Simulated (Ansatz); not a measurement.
# One shape, several levels: HNO (nitroxyl)

We compute a comparison of 6 runs (UB3LYP/STO-3G, revPBE/STO-3G, RPA@PBE/STO-3G, UMP2/STO-3G, CCSDTQ/STO-3G, CCSD/STO-3G) of HNO (nitroxyl). 

The calculation is run with Ansatz 0.2.0.

50 further runs of the same task are left out: 1 that didn't finish, 49 set aside as unsound or not needed.

## Step 1: Starting point

The species is HNO (3 atoms), meant as a singlet with charge 0. SMILES: `N=O`. The H3–N1 distance was set to 1.329 Å, away from the relaxed value.

Bond lengths: N1–O2 1.190 Å. A long bond or contact: N1–H3 1.329 Å.

## Step 2: A single-point energy at UB3LYP/STO-3G (run 1)

Contents of run.yaml:

```yaml
basis:
  gaussian: {orbitals: STO-3G}
crystal:
  periodic: [false, false, false]
  atoms:
    - symbol: "N"
      position_ang: [-0.236725, 0.568483, -0.061612]
    - symbol: O
      position_ang: [0.802275, 0.652893, 0.512048]
    - symbol: H
      position_ang: [-0.471600, -0.709980, -0.339350]
magnetization: {spin_polarized: true, initial_magnetization: 0}
hamiltonian: {xc: {name: B3LYP}}
accuracy: high
```

The run is started by

```bash
$ ansatz run run.yaml --threads 1 --pin off --max-ram 3480MiB --events-out events.jsonl --progress --plain --runs-dir runs
```

What it wrote:

```text
Warning: RAYON_NUM_THREADS=1 ignored (pool sized by the plan → 1); use --threads N
Functional definition: B3LYP
  name "B3LYP"
  parameter a0 = 0.2
  parameter ax = 0.72
  parameter ac = 0.81
  exchange = (1 - a0 - ax)*slater_x + ax*b88_x + a0*exact_x
  correlation = (1 - ac)*vwn_rpa_c + ac*lyp_c
168 factors; integrals over basis functions are off by at most 3.9e-8 eV
mean field evaluation 1: about -3501.0802 eV, gradient 7.5e0 eV
mean field evaluation 2: about -3500.7826 eV, gradient 1.1e1 eV
mean field evaluation 4: about -3501.4552 eV, gradient 8.6e-1 eV
mean field evaluation 8: about -3501.4397 eV, gradient 1.9e-3 eV
mean field evaluation 16: about -3500.8883 eV, gradient 3.9e0 eV
mean field -3501.43970614 eV, -128.6755358394 hartree, gradient 3.9e-8 eV, S^2 0.000000; 1 other end points of the search recorded, 0 dependent functions left out
reference -3501.43972353 eV, -128.6755364787 hartree; 8, 8 occupied and 3, 3 virtual orbitals, 168 factors
Total energy: -3501.43972353 eV, -128.6755364787 hartree
```

Run time: 0.6 s. Hardware: 1 thread of AMD EPYC 7R43 (Zen 3), shared host; peak memory 0.12 GiB.

## Step 3: The energy at revPBE/STO-3G (run 2)

Contents of molecule.yaml:

```yaml
basis:
  gaussian:
    orbitals: STO-3G
crystal:
  periodic: [false, false, false]
  atoms:
    - {symbol: N, position_ang: [-0.236725, 0.568483, -0.061612]}
    - {symbol: O, position_ang: [0.802275, 0.652893, 0.512048]}
    - {symbol: H, position_ang: [-0.471600, -0.709980, -0.339350]}
hamiltonian:
  xc: {name: revPBE}
accuracy: high
```

The run is started by

```bash
$ ansatz run molecule.yaml --threads 1 --pin off --max-ram 3480MiB --events-out events.jsonl --progress --plain --runs-dir runs
```

What it wrote:

```text
Warning: RAYON_NUM_THREADS=1 ignored (pool sized by the plan → 1); use --threads N
Functional definition: revPBE
  name "revPBE"
  parameter kappa = 1.245
  parameter beta = 0.06672455060314922
  exchange = pbe_x(kappa = kappa, mu = beta*pi^2/3)
  correlation = pbe_c(beta = beta)
168 factors; integrals over basis functions are off by at most 3.9e-8 eV
mean field evaluation 1: about -3501.0908 eV, gradient 9.7e0 eV
mean field evaluation 2: about -3500.8554 eV, gradient 1.1e1 eV
mean field evaluation 4: about -3501.4502 eV, gradient 3.0e0 eV
mean field evaluation 8: about -3501.4253 eV, gradient 2.2e-2 eV
mean field evaluation 16: about -3501.4253 eV, gradient 1.2e-7 eV
mean field -3501.42527067 eV, -128.6750053457 hartree, gradient 4.9e-9 eV, S^2 0.000000; 0 other end points of the search recorded, 0 dependent functions left out
reference -3501.42527198 eV, -128.6750053939 hartree; 8, 8 occupied and 3, 3 virtual orbitals, 168 factors
Total energy: -3501.42527198 eV, -128.6750053939 hartree
```

Wall time 0.4 s (1 thread of AMD EPYC 7R43 (Zen 3), shared host).

Run 3 isn't shown in full; the table further down has it.

## Step 4: A single-point energy at UMP2/STO-3G (run 4)

Contents of molecule.yaml:

```yaml
crystal:
  periodic: [false, false, false]
  atoms:
    - symbol: "N"
      position_ang: [-0.236725, 0.568483, -0.061612]
    - symbol: O
      position_ang: [0.802275, 0.652893, 0.512048]
    - symbol: H
      position_ang: [-0.471600, -0.709980, -0.339350]
basis:
  gaussian:
    orbitals: STO-3G
correlation:
  method: mp2
  frozen_orbitals: {H: 0, "N": 1, O: 1}
magnetization:
  spin_polarized: true
  initial_magnetization: 0
total_charge: 0
accuracy: high
```

The run is started by

```bash
$ ansatz run molecule.yaml --threads 1 --pin off --max-ram 3480MiB --events-out events.jsonl --progress --plain --runs-dir runs
```

What it wrote, cut to the lines that bear on the results:

```text
Warning: RAYON_NUM_THREADS=1 ignored (pool sized by the plan → 1); use --threads N
Functional definition: HF
  name "HF"
[...]
168 factors; integrals over basis functions are off by at most 3.9e-8 eV
[...]
mean field -3484.08512041 eV, -128.0377665772 hartree, gradient 2.1e-8 eV, S^2 0.418015; 10 other end points of the search recorded, 0 dependent functions left out
2 core orbitals not correlated: weight in the atoms' cores, before any rotation towards them, 1.000 or more for the frozen orbitals, at most 0.000 for the correlated occupied ones
reference -3484.08512041 eV, -128.0377665772 hartree; 6, 6 occupied and 3, 3 virtual orbitals, 168 factors
second order -2.43238949 eV of doubles, -0.00000000 eV of singles
Total energy: -3486.51750990 eV, -128.1271552422 hartree
```

It took 0.16 s on 1 thread of AMD EPYC 7R43 (Zen 3), shared host.

Run 5 isn't shown in full; the table further down has it.

## Step 5: The energy at CCSD/STO-3G (run 6)

Contents of in.yaml:

```yaml
crystal:
  periodic: [false, false, false]
  atoms:
    - symbol: N
      position_ang: [-0.236725, 0.568483, -0.061612]
    - symbol: O
      position_ang: [0.802275, 0.652893, 0.512048]
    - symbol: H
      position_ang: [-0.471600, -0.709980, -0.339350]
basis:
  gaussian:
    orbitals: STO-3G
correlation:
  method: ccsd
  frozen_orbitals: {H: 0, "N": 1, O: 1}
scf:
  omitted_lower_state_checks: [cluster_reference, increment]
accuracy: high
```

The run is started by

```bash
$ ansatz run in.yaml --threads 1 --pin off --max-ram 3480MiB --events-out events.jsonl --progress --plain --runs-dir runs
```

What it wrote:

```text
Warning: RAYON_NUM_THREADS=1 ignored (pool sized by the plan → 1); use --threads N
[... 11 lines left out ...]
2 core orbitals not correlated: weight in the atoms' cores, before any rotation towards them, 1.000 or more for the frozen orbitals, at most 0.000 for the correlated occupied ones
[... 26 lines left out ...]
Total energy: -3488.29006079 eV, -128.1922952863 hartree
Checks for a lower state left out: cluster_reference, increment
```

Run time: 0.14 s. Hardware: 1 thread of AMD EPYC 7R43 (Zen 3), shared host.

## Step 6: The series

| run | level | frozen core orbitals | energy (Eh) | wall time |
| --- | --- | --- | --- | --- |
| 1 | UB3LYP/STO-3G | – | -128.675536 | 0.6 s |
| 2 | revPBE/STO-3G | – | -128.675005 | 0.4 s |
| 3 | RPA@PBE/STO-3G | 2 | -128.259555 | 0.63 s |
| 4 | UMP2/STO-3G | 2 | -128.127155 | 0.16 s |
| 5 | CCSDTQ/STO-3G | 2 | -128.197271 | 3.6 s |
| 6 | CCSD/STO-3G | 2 | -128.192295 | 0.14 s |

## Step 7: Summary of results

| quantity | value |
| --- | --- |
| run 6: total energy | -128.19230 Eh |
| run 6: correlation energy (2 core orbitals frozen) | -164.3 mEh |
| run 6: T1 diagnostic | 0.018 |

What this shows: Totals of different functionals can't be ranked against each other. In runs 5, 6 the log says that unrestricted orbitals would lower the reference, so the values rest on an unstable closed-shell determinant (other closed-shell runs at this shape may share the fault). In runs 1, 2, 3, 4, 5, 6 the basis is minimal, so the values are rough. Spin contamination of the reference: run 4 ⟨S²⟩ = 0.42. All runs together took 5.5 s, the longest 3.6 s.
